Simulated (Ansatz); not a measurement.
## [AlH2···H···H], doublet in 6-31G: errors against full CI

All five atoms lie in one plane.

Geometry: a point of a hydrogen-transfer path between rigid fragments, not a stationary point.

```tsv
atom	x (Å)	y (Å)	z (Å)
Al	-0.0957	0.0000	0.0000
H	-0.8886	1.3734	0.0000
H	-0.8886	-1.3734	0.0000
H	1.7973	0.0000	0.0000
H	2.5423	0.0000	0.0000
```

Basis 6-31G; Ansatz 0.2.0. Only valence electrons are correlated (noble-gas cores frozen), which leaves 7 electrons in 16 orbitals. Prefix R: restricted or restricted open-shell reference; prefix U: unrestricted. Active spaces: valence = (7e, 8o) chosen from the atoms' valence shells; pair = (3e, 3o) about the gap.

Full CI is exact within this basis and frozen core; it isn't the basis-set limit. The frozen core follows each run's orbitals, which can shift R against U totals by a few meV.

For open shells CISD and CISDTQ are restricted-active-space CI with the open shells as a complete middle space.

- UHF ⟨S²⟩: 0.761
- T1 diagnostic (RCCSD): 0.0181
- largest doubles amplitude (RCCSD): 0.039
- T1 diagnostic (UCCSD): 0.0135

```json
{"level": "UHF", "E − E(RHF) (eV)": "-0.0774"}
{"level": "RMP2", "E − E(RHF) (eV)": "-1.3725"}
{"level": "UMP2", "E − E(RHF) (eV)": "-1.3817"}
{"level": "RCCSD", "E − E(RHF) (eV)": "-1.9589"}
{"level": "UCCSD", "E − E(RHF) (eV)": "-1.9589"}
{"level": "RCCSD(T)", "E − E(RHF) (eV)": "-1.9797"}
{"level": "UCCSD(T)", "E − E(RHF) (eV)": "-1.9795"}
```

(1) Estimate how far full CI in 6-31G lies from RCCSD(T). The table doesn't fix it; the size of (T) and the diagnostics are the guide.

(1) Full CI in 6-31G lies 0.26 kcal/mol below RCCSD(T), which is 54 % of the (T) step (-0.48 kcal/mol). The diagnostics give no warning, yet the rest is a sizeable part of (T).

The other levels:

```csv
level,E − E(full CI) (kcal/mol),share of correlation (%),wall time
CISD,2.15,95.31,0.39 s
BCCD(T),0.26,99.43,0.57 s
RCCSDT,0.02,99.96,–
UCCSDT,0.02,99.97,–
CISDTQ,0.04,99.92,1.3 s
RCCSDT(Q),0.00,99.99,2.4 s
UCCSDT(Q),0.00,100.00,2.1 s
RCCSDTQ,0.00,100.00,12 s
UCCSDTQ,0.00,100.01,12 s
CASSCF (pair space),34.02,25.90,–
NEVPT2 (pair space),11.41,75.16,0.36 s
CASSCF (valence space),11.89,74.10,–
NEVPT2 (valence space),4.02,91.25,2.3 s
MRCISD (valence space),0.40,99.13,–
MRCISD+Q (valence space),0.25,99.46,3.1 s
```

The correlation energy at full CI, counted from RHF, is -1.991 eV. That run took 2.5 s on 1 thread of Arm Neoverse V1, shared host over 272,520 determinants.

Times hold each run's SCF and search for its determinant on a shared host, so for small cases they say little of a method's own cost; they ran on 1 thread of Arm Neoverse V1.

The full-CI state has the irrep A1 of C2v, in the program's axes.

Natural occupations of full CI about the gap: 1.973 1.965 1.960 0.994 0.032 0.023 0.020 0.014 0.005 0.005; effectively unpaired electrons, Σ n²(2−n)², 1.02.
